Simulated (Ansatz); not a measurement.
**CH5FSi: a nudged elastic band, and a look at its input**

Aim: a nudged elastic band from the structure below. Read the input with care, then see what the program makes of it. The step meant is a 1,2-elimination at charge 0 and multiplicity 1, which changes F2–H4, Si1–F2, C3–H4.

The runs use Ansatz 0.2.0, Gaussian basis; PBE0-D4/def2-SVP.

## 1. The structure

```
atom     x (Å)     y (Å)     z (Å)
 Si1  -0.74691  -0.44070  -0.05930
  F2  -0.39190  -1.99123  -0.26746
  C3   0.82150   0.53786   0.07234
  H4   1.42265   0.44103  -0.83451
  H5  -1.55840  -0.01346  -1.22710
  H6  -1.55861  -0.33658   1.17967
  H7   0.58960   1.59733   0.21427
  H8   1.42217   0.20565   0.92199
```

## 2. The run

File run/in.yaml:

```yaml
crystal:
  periodic: [false, false, false]
  atoms:
    - {symbol: Si, position_ang: [-0.746910, -0.440702, -0.059300]}
    - {symbol: F, position_ang: [-0.391900, -1.991230, -0.267459]}
    - {symbol: C, position_ang: [0.821497, 0.537858, 0.072340]}
    - {symbol: H, position_ang: [1.422648, 0.441027, -0.834507]}
    - {symbol: H, position_ang: [-1.558397, -0.013459, -1.227105]}
    - {symbol: H, position_ang: [-1.558614, -0.336577, 1.179671]}
    - {symbol: H, position_ang: [0.589603, 1.597332, 0.214270]}
    - {symbol: H, position_ang: [1.422175, 0.205652, 0.921989]}
basis:
  gaussian: {orbitals: def2-SVP}
hamiltonian: {xc: pbe0, dispersion: d4}
neb:
  images: 5
  climbing: true
  max_iterations: 3
  initial_path: idpp
  final_atoms:
    - {symbol: Si, position_ang: [-1.104386, 0.231384, 0.334243]}
    - {symbol: F, position_ang: [1.233726, -1.805837, -1.106042]}
    - {symbol: C, position_ang: [0.517042, 0.746082, 0.248590]}
    - {symbol: H, position_ang: [0.943208, -1.020079, -0.676357]}
    - {symbol: H, position_ang: [-2.072834, 0.489047, -0.749891]}
    - {symbol: H, position_ang: [-1.620131, -0.568967, 1.462532]}
    - {symbol: H, position_ang: [0.885116, 1.353364, -0.571104]}
    - {symbol: H, position_ang: [1.218360, 0.574907, 1.057929]}
```

Started as:

```
$ ansatz run in.yaml --threads 2 --pin off --events-out ev --progress --plain --max-ram 4352MiB
```

What does the calculation give? Wanted: this run.

**Answer**, as computed:

| quantity | value |
| --- | --- |
| this run | not converged |
| fault | too few iterations |

**Reading.** Three iterations were allowed, too few to relax the band.
